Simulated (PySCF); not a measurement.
The vertical singlet excitations below were computed for one of the candidates. Theory: TDDFT CAM-B3LYP/def2-SVPD, vertical, gas phase, core orbitals frozen in the response in PySCF. Geometries: PBE0-D3(BJ)/def2-SVP, one conformer each.

```
state  E (eV)       f
   S1    5.46  0.0023
   S2    7.30   0.028
   S3    7.41   0.165
   S4    7.69  0.0016
   S5    8.26  0.0073
   S6    8.55   0.017
   S7    8.61  0.0031
   S8    8.62  0.0012
   S9    8.63  0.0045
  S10    8.84  0.0005
```

Triplets computed (Tamm–Dancoff): 4.61, 4.76, 7.22, 7.54 eV.

Orbital energies (eV): HOMO-3 -11.65, HOMO-2 -11.45, HOMO-1 -9.35, HOMO -8.87, LUMO 1.20, LUMO+1 1.37, LUMO+2 2.08.

Task: Which candidate is it? All have the formula C4H7N.
A. `C1=NCCC1`
B. `C=C/C=N\C`
C. `[H]/N=C\C(=C)C`
D. `C#C[C@@H](C)N`

Result: A. Its S1 lies at 5.46 eV; the nearest of the others has S1 at 4.84 eV. S1 is HOMO→LUMO (97%). Löwdin shares by element: HOMO nitrogen 61%, carbon 28% or more; LUMO carbon 43% or more, nitrogen 35%, hydrogen 7% or more. At the same level the other candidates give, for their lowest levels:
- `[H]/N=C\C(=C)C`: 4.84 eV (f 0.004); 6.22 eV (f 0.496); 7.27 eV (f 0.004); 7.57 eV (f 0.010); 7.69 eV (f 0.001); T1 3.53 eV; HOMO -8.93, LUMO -0.20 eV
- `C#C[C@@H](C)N`: 6.35 eV (f 0.004); 6.56 eV (f 0.008); 6.77 eV (f 0.004); 6.84 eV (f 0.003); 7.48 eV (f 0.026); T1 5.35 eV; HOMO -8.61, LUMO 1.19 eV
- `C=C/C=N\C`: 4.17 eV (f 0.001); 5.94 eV (f 0.556); 7.11 eV (f 0.006); 7.32 eV (f 0.001); 7.39 eV (f 0.037); T1 3.32 eV; HOMO -8.48, LUMO -0.37 eV
